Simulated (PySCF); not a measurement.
CH2S (charge -1 and doublet state).
Cartesian coordinates in Å at the GFN2-xTB level; atoms count from 1:
```xyz
4
CH2S angstrom
C     -0.150    0.023    0.158
S      1.523   -0.208   -0.044
H     -0.807   -0.816   -0.062
H     -0.557    1.006   -0.075
```

The species is `[CH2][S-]` [radical] (charge -1).

The calculation used PySCF, UKS B3LYP, pcH-1 on C H S, non-relativistic, mean-field spin-orbit, GIAO. Whether the extra electron is bound in the gas phase wasn't checked; a finite basis holds it in any case. A GFN2-xTB geometry isn't a minimum of the functional, and hyperfine couplings can be far from their values at a DFT geometry, by a factor of two or more for some ions and for spin on atoms past the first row.

Task: Break the g tensor into its mass correction, gauge correction and orbital-Zeeman/spin–orbit terms.

Result: 
```csv
Δg (ppt),1,2,3
relativistic mass correction,-0.17,-0.17,-0.17
gauge correction,-0.01,0.03,0.04
orbital Zeeman/spin–orbit,-0.28,8.64,15.95
total,-0.46,8.50,15.81
```

So g = 2.00186, 2.01082, 2.01813 and g_iso = 2.01027; the tensor is rhombic: the two nearest values differ by 45 % of g3 − g1. Axes: g3 points within 6° of the C1–S2 bond.

Task: At 9.567 GHz, how far is the centre of the isotropic spectrum from where a free electron (g = 2.002319) resonates?

Result: B = hν/(g μB) with μB/h = 13.99624 MHz/mT gives 341.37 mT for the free electron and 340.02 mT at g_iso, 1.35 mT lower.

Task: What are the electron Larmor frequencies g μB B/h along the three axes at 3350 mT?

Result: 93.8622, 94.2820, 94.6250 GHz for g1, g2 and g3, a range of 762.8 MHz.

Task: In a frozen sample, at which fields do the three g values resonate at 9.5, 34, 94 and 263 GHz (hyperfine left aside), and which band first spreads them over more than twice a line width of 1.0 mT?

Result: 
| band | GHz | B(g3) mT | B(g2) mT | B(g1) mT | spread mT |
| --- | --- | --- | --- | --- | --- |
| X | 9.5 | 336.33 | 337.55 | 339.06 | 2.73 |
| Q | 34.0 | 1203.70 | 1208.08 | 1213.48 | 9.78 |
| W | 94.0 | 3327.87 | 3339.98 | 3354.92 | 27.05 |
| J | 263.0 | 9310.96 | 9344.84 | 9386.64 | 75.67 |

The spread grows in proportion to the frequency. X band is the first where it exceeds 2.0 mT.

Largest spin populations (Mulliken): C1 (+0.68) and S2 (+0.37). The angles at C1 add up to 350.7°, so it is slightly pyramidal.

The HOMO–LUMO gaps are 4.74 eV among the α and 4.14 eV among the β orbitals.
